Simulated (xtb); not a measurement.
A geometry relaxed with GFN2-xTB run with xtb, charge 0, multiplicity 1:

```xyz
4

Cl    -1.2674    -1.5846    -0.0556
Cl     2.0047    -0.3063     0.0894
Cl    -0.7374     1.8909    -0.0339
Al     0.0001     0.0000     0.0001
```

Q: Write the SMILES of this molecule.

A: `[Cl][Al]([Cl])[Cl]`
